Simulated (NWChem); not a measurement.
# Correlation energy of Li

```
Li
```
Charge 0, spin multiplicity 2.

Everything below was run with NWChem.

Basis set: cc-pVTZ. Each correlation energy counts from its own Hartree-Fock reference.

```json
[
 {"method": "UMP2", "correlation energy (mHa)": "-11.2"},
 {"method": "SCS-UMP2", "correlation energy (mHa)": "-13.3"},
 {"method": "CCSD on UHF", "correlation energy (mHa)": "-13.3"},
 {"method": "CCSD[T] on UHF", "correlation energy (mHa)": "-13.4"},
 {"method": "CCSD(T) on UHF", "correlation energy (mHa)": "-13.4"},
 {"method": "CCSD on ROHF", "correlation energy (mHa)": "-13.4"},
 {"method": "CCSD[T] on ROHF", "correlation energy (mHa)": "-13.4"},
 {"method": "CCSD(T) on ROHF", "correlation energy (mHa)": "-13.4"},
 {"method": "CCSDT on ROHF", "correlation energy (mHa)": "-13.4"}
]
```

The values span 2.2 mHa, from CCSDT on ROHF (lowest) to UMP2 (highest). 

The correlated methods freeze no orbitals. The stability of the SCF solutions was not checked. Open-shell Hartree-Fock references start from PBE0 orbitals. Coupled-cluster values serve here as a point of comparison, not as the truth.
